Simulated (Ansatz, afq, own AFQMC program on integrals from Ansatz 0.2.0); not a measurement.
Integrals from Ansatz 0.2.0, then the random walk in our own AFQMC program (afq).

```yaml
crystal:
  periodic: [false, false, false]
  atoms:
    - {symbol: O, position_ang: [-1.006947, -0.029165, 0.000000]}
    - {symbol: H, position_ang: [-1.256257, 0.897410, 0.000000]}
    - {symbol: H, position_ang: [0.091053, -0.029165, 0.000000]}
    - {symbol: N, position_ang: [1.234053, -0.029165, 0.000000]}
basis:
  gaussian: {orbitals: cc-pVTZ}
magnetization: {spin_polarized: true, initial_magnetization: 3}
correlation: {method: ccsd_t, electrons: outside_noble_gas, hamiltonian_folder: ham}
```

```sh
$ ansatz run in.yaml --threads 1 --pin off --events-out ev --progress --plain --max-ram 16896MiB --backend cuda --devices 0, --max-vram 18GiB
```

afq runs on the folder ham with

```
--method phaseless --trial hf --walkers 1500 --populations 20 --least-time 40 --time-step 0.005 --steps-per-block 20 --equilibration-blocks 112 --max-blocks 4000 --target-error 0.001050 --factor-cut 1e-05 --start spin_pure --seed 6373 --taylor-order 6
```

Times are imaginary, in 1/Eh. The walk had a cap of 95 s. With eight or more populations the least sampling time is a fifth of least-time, and the error comes from their spread.

```
orbitals 86  electrons 8 5  factors 526 of 526
reference energy -130.37927400 Eh
CCSD correlation -0.39967711 Eh in 14 cycles, weight of the determinant in the CISD state 0.8929
energy of the start -130.380278 Eh
 block  time / (1/Eh)  mean weight  energy / Eh
     1     0.100  1.0033  -130.534571
     2     0.200  1.0034  -130.615635
     3     0.300  1.0039  -130.669620
     4     0.400  1.0026  -130.709337
     5     0.500  1.0027  -130.725270
     8     0.800  1.0007  -130.753594
    13     1.300  1.0001  -130.775766
    31     3.100  0.9991  -130.785136
    49     4.900  0.9992  -130.801946
    67     6.700  1.0004  -130.795512
    85     8.500  0.9994  -130.782169
   103    10.300  0.9990  -130.793566
   121    12.100  0.9996  -130.785881
   139    13.900  0.9989  -130.802072
   157    15.700  1.0004  -130.788886
   169    16.900  0.9988  -130.808665
   175    17.500  1.0001  -130.793905
   193    19.300  1.0010  -130.794608
   211    21.100  1.0006  -130.793571
   229    22.900  0.9995  -130.771675
   247    24.700  1.0003  -130.785906
   265    26.500  1.0008  -130.785960
   271    27.100  0.9996  -130.785408
error from the spread of 20 populations
energy -130.790181 +/- 0.000998 Eh
(rows thinned)
```

Problem. Estimate how long the walk took on 1 × NVIDIA H100 80GB HBM3 with 2 threads of AMD EPYC 7R13 Processor (Zen 3) (shared host) (the card was shared).

Solution. 73 s of wall time.

The run failed at least one of its tests; the cautions name the faults. The second half of the sampling lies above the first by 3.0 errors of their difference, so the energy may still be moving and its error bar be too small.

Against this walk (error 27.2 meV) on the same determinant: CCSD(T) 54.1 meV lower (within the noise), CCSDT(Q) 93.9 meV lower, a separate phaseless walk with a CISD trial and standard settings 68.1 ± 28.1 meV lower. The error is statistical and leaves out the bias of the constraint. CCSDT(Q) is the surest value here, so the walk's 94 meV above it is most likely the bias of the constraint with this trial, which can have either sign.

Cautions: constraint bias not in the error; halves of the run differ; lower spins were not checked.

CCSDT and higher add their correlation energy to the determinant of the CCSD(T) run, since their own runs factorise the integrals more tightly (a shift of under 2 meV). A walk keeps the symmetry of its determinant, which the program's search chose and which needn't be the lowest solution, so a lower state of the same spin and another symmetry isn't excluded.
